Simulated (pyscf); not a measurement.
HO–CH₂–GeH₃ (SMILES O[CH2][GeH3]) → GeH₂ (SMILES [GeH2]) [singlet] + H₃C–OH (SMILES CO), a 1,1-elimination (singlet surface; C–Ge, Ge–H broken, C–H formed). Optimised with ωB97X-D3(BJ)/def2-SVP in PySCF. Correlated levels are frozen-core, on RHF or UHF. ΔMP2 is the change of the MP2 total energy from the triple- to the quadruple-zeta basis. Energies in kcal/mol from the reactant's lowest minimum found.

Small-basis levels: PySCF, no dispersion term, spherical d functions. 

Problem. Quick B3LYP/6-31G*+LANL2DZ single points give ΔE‡ = 56.4 kcal/mol and ΔE = +27.4 kcal/mol. What does CCSD(T)/def2-TZVPP + ΔMP2(QZVPP) give, and how far is the quick result from it?

Solution. CCSD(T)/def2-TZVPP + ΔMP2(QZVPP) gives ΔE‡ = 56.9 kcal/mol and ΔE = +34.7 kcal/mol. B3LYP/6-31G*+LANL2DZ lies 0.4 kcal/mol under it in the barrier and 7.3 kcal/mol under it in the reaction energy, so on this step it does not hold to within 3.0 kcal/mol. CCSD(T)/def2-TZVPP + ΔMP2(QZVPP) has limits of its own. On the product side the descent ends in a complex, 5.4 kcal/mol under the separated species and 31.6 kcal/mol under the saddle at ωB97X-D3(BJ)/def2-TZVP. At ωB97X-D3(BJ)/def2-TZVP the barrier from the zero used here is 62.9 kcal/mol. One saddle was located; it need not be the lowest between these sides. The CCSD(T) − MP2 part came from Ansatz, without density fitting, on the same reference. The frozen core leaves the outer d or s,p core shells of the metals and heavy elements correlated in the MP2 and CC values, and def2-TZVPP describes them poorly, which can shift differences by a few kcal/mol. In the def2 sets elements up to Kr have no core potential.
